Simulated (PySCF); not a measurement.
Excitations are Tamm–Dancoff values on a coarser integration grid. The basis has no diffuse functions, so Rydberg states are missing or too high.

## AlF$_{3}$, SMILES `[F][Al]([F])[F]` (charge 0, multiplicity 1)

All values below come from PBE-D3(BJ)/def2-TZVP // PBE0-D3(BJ)/def2-TZVP run with PySCF.

```yaml
HOMO: -9.62 eV
dipole_moment: 0.00 D
HOMO–LUMO gap: 7.24 eV
LUMO: -2.39 eV
S1 excitation (TDA): 7.32 eV
S1 oscillator strength: 0.000
brightest of the four lowest singlets (TDA): 8.09 eV
T1 excitation (TDA): 7.12 eV
S1–T1 gap (TDA): 0.20 eV
total_energy: -14746.22 eV
cost: roughly 50 core-seconds
```

```xyz
4

F     -0.8291    -1.4021     0.0011
Al     0.0001     0.0001     0.0000
F      1.6290    -0.0171    -0.0009
F     -0.7999     1.4191    -0.0002
```
